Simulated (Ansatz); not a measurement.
Two shapes of singlet SiH₄.

Shape 1:

```xyz
5

Si    0.0000    0.0000    0.0000
H     0.8619    0.8619    0.8619
H     0.8619   -0.8619   -0.8619
H    -0.8619    0.8619   -0.8619
H    -0.8619   -0.8619    0.8619
```

Shape 2:

```xyz
5

Si    0.0000    0.0000    0.0000
H     0.7929    0.7929    0.7929
H     0.7929   -0.7929   -0.7929
H    -0.7929    0.7929   -0.7929
H    -0.7929   -0.7929    0.7929
```

Basis set: def2-TZVP (spherical functions). Correlated methods keep 5 orbitals frozen. Charge 0, multiplicity 1.

Computed with Ansatz (development build ahead of 0.2.0); each method stands on the lowest determinant of its kind that the runs found.

(1) Which shape is lower in energy, and by how much in each method?

Answers

(1)

```json
{"method": "RHF", "E(2) − E(1) (eV)": "0.475"}
{"method": "RHF-MP2", "E(2) − E(1) (eV)": "0.478"}
```

Shape 1 is lower.
